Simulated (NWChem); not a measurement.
Everything below was run with NWChem. System: fluoromethane (CH3F), charge 0, spin multiplicity 1, at a geometry optimised with PBE/def2-SVP. Level: CCSD(T)/6-311++G** (spherical d), 2 core orbitals frozen.

Input file:

```
start mol
memory heap 100 mb stack 700 mb global 1900 mb
geometry units angstroms nocenter noautoz
  C      0.614026    -0.111602     0.000000
  F     -0.740435     0.134576     0.000000
  H      0.899919    -0.694065     0.904065
  H      0.899919    -0.694065    -0.904065
  H      1.179922     0.846560     0.000000
  symmetry group Cs
end
basis spherical
  * library 6-311++g**
end
scf
  rhf
  nopen 0
  maxiter 100
  thresh 1e-7
  semidirect memsize 60000000 filesize 0
end
tce
  freeze core 2
  ccsd(t)
  2eorb
  2emet 13
  thresh 1e-6
  maxiter 100
  tilesize 24
end
task tce energy
```

Output (cleaned and shortened):

```
             Northwest Computational Chemistry Package (NWChem) 7.3.0
             --------------------------------------------------------

                                NWChem Input Module
                                -------------------

 Scaling coordinates for geometry "geometry" by  1.889725989
 (inverse scale =  0.529177249)

 Turning off AUTOSYM since
 SYMMETRY directive was detected!

                             Geometry "geometry" -> ""
                             -------------------------

 Output coordinates in angstroms (scale by  1.889725989 to convert to a.u.)

  No.       Tag          Charge          X              Y              Z
 ---- ---------------- ---------- -------------- -------------- --------------
    1 C                    6.0000     0.61402600    -0.11160200     0.00000000
    2 F                    9.0000    -0.74043500     0.13457600     0.00000000
    3 H                    1.0000     0.89991900    -0.69406500     0.90406500
    4 H                    1.0000     0.89991900    -0.69406500    -0.90406500
    5 H                    1.0000     1.17992200     0.84656000     0.00000000

 Effective nuclear repulsion energy (a.u.)      37.1710758309

            Nuclear Dipole moment (a.u.)
            ----------------------------
        X                 Y               Z
 ---------------- ---------------- ----------------
     0.0000018897     0.0000037795     0.0000000000

      Symmetry information
      --------------------

 Group name             Cs
 Group number              2
 Group order               2
 No. of unique centers     4

      Symmetry unique atoms

     1    2    3    5


 Summary of "ao basis" -> "" (spherical)
 ------------------------------------------------------------------------------
       Tag                 Description            Shells   Functions and Types
 ---------------- ------------------------------  ------  ---------------------
 *                         6-311++g**                 on all atoms

 Summary of "ao basis" -> "ao basis" (spherical)
 ------------------------------------------------------------------------------
       Tag                 Description            Shells   Functions and Types
 ---------------- ------------------------------  ------  ---------------------
 C                         6-311++g**               10       22   5s4p1d
 F                         6-311++g**               10       22   5s4p1d
 H                         6-311++g**                5        7   4s1p

                                 NWChem SCF Module
                                 -----------------

  ao basis        = "ao basis"
  functions       =    65
  atoms           =     5
  closed shells   =     9
  open shells     =     0
  charge          =   0.00
  wavefunction    = RHF
  use symmetry    = T
  symmetry adapt  = T

 Summary of "ao basis" -> "ao basis" (spherical)
 ------------------------------------------------------------------------------
       Tag                 Description            Shells   Functions and Types
 ---------------- ------------------------------  ------  ---------------------
 C                         6-311++g**               10       22   5s4p1d
 F                         6-311++g**               10       22   5s4p1d
 H                         6-311++g**                5        7   4s1p

      Symmetry analysis of basis
      --------------------------

        a'         45
        a"         20

 Forming initial guess at       0.0s

      Superposition of Atomic Density Guess
[...]
 moments of inertia (a.u.)
 ------------------
          13.645017217267          10.337281316332           0.000000000000
          10.337281316332          68.641545098802           0.000000000000
           0.000000000000           0.000000000000          70.520203105772

  Mulliken analysis of the total density
  --------------------------------------

    Atom       Charge   Shell Charges
 -----------   ------   -------------------------------------------------------
    1 C    6     6.15   1.10  0.89  0.55  0.72  1.48  0.49  0.71  0.10  0.01  0.11
    2 F    9     9.23   1.08  0.92  1.14  1.08  2.42  0.90  1.74 -0.07  0.02  0.00
    3 H    1     0.87   0.26  0.53  0.06 -0.01  0.02
    4 H    1     0.87   0.26  0.53  0.06 -0.01  0.02
    5 H    1     0.87   0.26  0.53  0.06 -0.01  0.02

       Multipole analysis of the density wrt the origin
       ------------------------------------------------

     L   x y z        total         open         nuclear
     -   - - -        -----         ----         -------
     0   0 0 0     -0.000000      0.000000     18.000000

     1   1 0 0      0.846109      0.000000      0.000002
     1   0 1 0     -0.153779      0.000000      0.000004
     1   0 0 1     -0.000000      0.000000      0.000000

     2   2 0 0     -9.414204      0.000000     36.454452
     2   1 1 0      0.110423      0.000000     -5.564761
     2   1 0 1     -0.000000      0.000000      0.000000
     2   0 2 0     -8.826751      0.000000      6.848739
     2   0 1 1      0.000000      0.000000      0.000000
     2   0 0 2     -8.806636      0.000000      5.837501

                   NWChem Extensible Many-Electron Theory Module
                   ---------------------------------------------


            General Information
            -------------------
      Number of processors :     1
         Wavefunction type : Restricted Hartree-Fock
          No. of electrons :    18
           Alpha electrons :     9
            Beta electrons :     9
           No. of orbitals :   130
            Alpha orbitals :    65
             Beta orbitals :    65
        Alpha frozen cores :     2
         Beta frozen cores :     2
     Alpha frozen virtuals :     0
      Beta frozen virtuals :     0
         Spin multiplicity : singlet
    Number of AO functions :    65
       Number of AO shells :    35
        Use of symmetry is : on
      Symmetry adaption is : on
         Schwarz screening : 0.10D-09

          Correlation Information
          -----------------------
          Calculation type : Coupled-cluster singles & doubles w/ perturbation
   Perturbative correction : (T)
            Max iterations :      100
        Residual threshold : 0.10D-05
     T(0) DIIS level shift : 0.00D+00
     L(0) DIIS level shift : 0.00D+00
     T(1) DIIS level shift : 0.00D+00
     L(1) DIIS level shift : 0.00D+00
     T(R) DIIS level shift : 0.00D+00
     T(I) DIIS level shift : 0.00D+00
   CC-T/L Amplitude update :  5-th order DIIS
                I/O scheme : Global Array Library
        L-threshold :  0.10D-05
        EOM-threshold :  0.10D-05
 no EOMCCSD initial starts read in
 TCE RESTART OPTIONS
 SLICE:      F
 D4D5:       F
 quantumc:   F
 qrotation:  F
 pwtce:      F
 qducc:      F
 nacto:                         0
 nrotv:                         0
 nrot:                          0

            Memory Information
            ------------------
          Available GA space size is     249032575 doubles
          Available MA space size is     104854788 doubles

 Maximum block size supplied by input
 Maximum block size        24 doubles

 tile_dim =     19

 -------------------------------------------------
   1    alpha     a'     5 doubles       0       1
   2    alpha     a"     2 doubles       5       2
   3    beta      a'     5 doubles       7       1
   4    beta      a"     2 doubles      12       2
   5    alpha     a'    19 doubles      14       5
   6    alpha     a'    19 doubles      33       6
   7    alpha     a"    18 doubles      52       7
   8    beta      a'    19 doubles      70       5
   9    beta      a'    19 doubles      89       6
  10    beta      a"    18 doubles     108       7

 Global array virtual files algorithm will be used

 Parallel file system coherency ......... OK

 4-electron integrals stored in orbital form

 v2    file size   =          2131393
 4-index algorithm nr.  13 is used
 imaxsize =       30
 imaxsize ichop =        0


CCSD iterations
 ---------------------------------------------------------
 Iter          Residuum       Correlation     Cpu    Wall
 ---------------------------------------------------------
    1   0.1586780028525  -0.3652126834209     0.2     0.2
    2   0.0410663454590  -0.3754702884391     0.2     0.2
    3   0.0140849248985  -0.3818708973072     0.2     0.2
    4   0.0056918233731  -0.3829149106359     0.2     0.2
    5   0.0023488367125  -0.3834910759582     0.2     0.2
    6   0.0006378586996  -0.3837403728916     0.2     0.2
    7   0.0002467304916  -0.3837673079541     0.2     0.2
    8   0.0001165718933  -0.3837675875087     0.2     0.2
    9   0.0000558560459  -0.3837676289295     0.2     0.2
   10   0.0000285043373  -0.3837686776809     0.2     0.2
   11   0.0000057100595  -0.3837687566131     0.2     0.2
   12   0.0000026874727  -0.3837693297618     0.2     0.2
   13   0.0000012069846  -0.3837693905276     0.2     0.2
   14   0.0000007241929  -0.3837694368089     0.2     0.2
 -----------------------------------------------------------------
 Iterations converged
 CCSD correlation energy / hartree =        -0.383769436808916
 CCSD total energy / hartree       =      -139.464613311505644

 Singles contributions

 Doubles contributions
 CCSD(T)
 Using plain CCSD(T) code
             total no. of tasks           74
 total no. of tasks / no. procs           74
                         wl_min        46656           6.0
                         wl_max       857375           9.7
        thresh for no. of tasks           74

 CCSD[T]  correction energy / hartree =        -0.010224840976044
 CCSD[T] correlation energy / hartree =        -0.393994277784960
 CCSD[T] total energy / hartree       =      -139.474838152481681
 CCSD(T)  correction energy / hartree =        -0.009534597950502
 CCSD(T) correlation energy / hartree =        -0.393304034759418
 CCSD(T) total energy / hartree       =      -139.474147909456150

 Task  times  cpu:       12.3s     wall:       12.3s

 Total times  cpu:       12.4s     wall:       12.4s
```
